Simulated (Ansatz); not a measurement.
Cost and result for the atomization energy of C2H4OS (`C=C(O)S`) (8 atoms, 7 bonds).

The species carries charge 0 and has multiplicity 1. The geometry is a stationary point of PBE0-D4/def2-TZVP. It is one conformer, not always the lowest. Program: Ansatz. Hardware: A = 2 threads of an AMD EPYC 7R13 on a shared host; B = 2 threads of an AMD EPYC 7R13 on a shared host and a share of an NVIDIA H100 80 GB. Times are those of one run each, without the atoms' runs, and a repeat can differ threefold. Electronic energies, without spin–orbit coupling; frozen cores. CCSD(T)/CBS extrapolates def2-TZVPP and def2-QZVPP, and its time is that of the two runs behind it. T1 = 0.012. B3LYP takes the VWN-RPA correlation (the form of Gaussian; ORCA's B3LYP/G).

CCSD(T)/CBS is a level of theory with its own doubt, some kJ/mol a heavy atom from the limit and from the frozen cores, so smaller differences don't rank the functionals.

| level | functions | wall time | atomization (kJ/mol) | difference from CCSD(T)/CBS | per bond |
| --- | --- | --- | --- | --- | --- |
| PBE-D4/def2-TZVPP (with forces) [A] | 191 | 1.8 s | 3143.2 | 110.0 | 15.7 |
| PBE0-D4/def2-TZVPP [A] | 191 | 1.8 s | 3056.9 | 23.7 | 3.4 |
| B3LYP-D4/def2-TZVPP (with forces) [A] | 191 | 2.6 s | 3033.4 | 0.2 | 0.0 |
| CCSD(T)/def2-TZVPP [B] | 191 | 2.8 s | 2946.4 | -86.8 | -12.4 |
| r2SCAN-D4/def2-TZVPP (with forces) [A] | 191 | 3.1 s | 3054.6 | 21.4 | 3.1 |
| B2PLYP/def2-TZVPP [A] | 191 | 3.4 s | 3000.3 | -32.9 | -4.7 |
| ωB97X-V/def2-TZVPP [A] | 191 | 4.6 s | 3040.1 | 6.9 | 1.0 |
| ωB97M-V/def2-TZVPP (with forces) [A] | 191 | 6.5 s | 3052.3 | 19.1 | 2.7 |
| CCSD(T)/def2-QZVPP [B] | 361 | 12 s | 2997.5 | -35.7 | -5.1 |
| CCSD(T)/CBS(def2) | – | 15 s | 3033.2 | 0.0 | 0.0 |

From PBE to PBE0 (25 % exact exchange), in def2-TZVPP and without D4, the atomization energy moves by −83.8 kJ/mol: exact exchange takes away binding that semilocal exchange gives to molecules. In def2-TZVPP, CCSD(T) changes the Hartree–Fock value by +850.4 kJ/mol (the triples alone add +60.7 kJ/mol) and MP2 by +919.3 kJ/mol; breaking electron pairs costs correlation energy, which Hartree–Fock lacks. The D4 term adds +23.6 kJ/mol with B3LYP and +12.1 kJ/mol with PBE0; it sums over pairs of atoms, weighted by their polarisabilities, and B3LYP, whose exchange is more repulsive, gets the larger term.
